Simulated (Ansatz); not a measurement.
System: α-phase Ga. Method: r²SCAN-D4 (plane waves, PAW; Ansatz, an electronic-structure program).

Numerical settings: plane-wave cutoff 560 eV, 14×14×12 k mesh (along the axes of the cell as run), Fermi–Dirac smearing 0.05 eV, scalar-relativistic PAW data made under PBE.

A third-order Birch–Murnaghan fit to the energies gives V0 = 18.851 Å³/atom, B0 = 67.3 GPa, B′ = 4.9.

| V (Å³/atom) | P (GPa) |
|---|---|
| 18.098 | (withheld) |
| 18.475 | 1.43 |
| 18.852 | -0.01 |
| 19.229 | (withheld) |
| 19.606 | (withheld) |

**Question.** Estimate the withheld pressures from this fit; the answers are the runs' own values.

**Answer.** 
- 18.098, P (GPa): 3.03
- 19.229, P (GPa): -1.28
- 19.606, P (GPa): -2.40

The formula P = (3/2) B0 (x^(7/3) − x^(5/3)) [1 + (3/4)(B′ − 4)(x^(2/3) − 1)] with x = V0/V meets the computed pressures within 0.01 GPa when these rounded values are put in.

Shape and atoms are relaxed at each volume.

Note: the bulk modulus comes from volumes at which shape and atoms were relaxed.

Cost on a shared machine: very roughly 40 core-minutes.
